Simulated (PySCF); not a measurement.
**HBAl, doublet along the scale of all distances**

Starting geometry (PBE0/def2-TZVP stationary point for this spin, not checked as a minimum):

```xyz
3

B     0.0000   -0.0920    0.3143
Al    0.0000   -0.0334   -1.8050
H     0.0000    0.1253    1.4907
```

From there all distances are scaled together; atoms are numbered as listed. Energies are in kcal/mol, counted from the starting geometry at the same level.

Basis 6-31G; PySCF 2.14.0. Correlated methods freeze the noble-gas cores. Prefix R: restricted or restricted open-shell reference.

The reference follows the lowest state, whose symmetry changes from A'' to A' between 1.000 and 1.104, from A' to A'' between 1.988 and 2.403.

Full CI is exact within this basis and frozen core; it isn't the basis-set limit.

| scale of all distances | full CI | unpaired electrons (full CI) | error RHF | error RMP2 | error RCCSD | error RCCSD(T) | error RCCSDT |
| --- | --- | --- | --- | --- | --- | --- | --- |
| 0.885 | 23.2 | 1.18 | -1.8 | -0.4 | 0.1 | 0.1 | 0.0 |
| 1.000 | 0.0 | 1.11 | 0.0 | 0.0 | 0.0 | 0.0 | 0.0 |
| 1.104 | 1.7 | 1.11 | 3.6 | 1.5 | 0.3 | 0.1 | 0.0 |
| 1.286 | 24.2 | 1.17 | 11.9 | 6.1 | 1.8 | 0.8 | 0.1 |
| 1.506 | 53.7 | 1.27 | 15.0 | 11.4 | 1.0 | 0.6 | 0.0 |
| 1.734 | 73.4 | 1.33 | 17.8 | 13.0 | -0.1 | -0.1 | 0.0 |
| 1.988 | 87.8 | 1.56 | 25.7 | 17.9 | -0.2 | -0.3 | -0.1 |
| 2.403 | 101.8 | 2.23 | 42.2 | 27.8 | 0.2 | -1.0 | -0.2 |

Unpaired electrons are Σ n²(2−n)² over natural occupations. Errors are those of relative energies. In total energy the starting point itself misses full CI by: RHF 57.7, RMP2 19.4, RCCSD 1.9, RCCSD(T) 0.7, RCCSDT 0.1 kcal/mol.

Spread of the error over the points with a reference, to 2.403 (largest less smallest): RCCSDT 0.3, RCCSD(T) 1.8, RCCSD 2.0, RMP2 28.2, RHF 44.0 kcal/mol.

Going outwards, the relative energy of RMP2 first misses by more than 1.0 kcal/mol at 1.104.
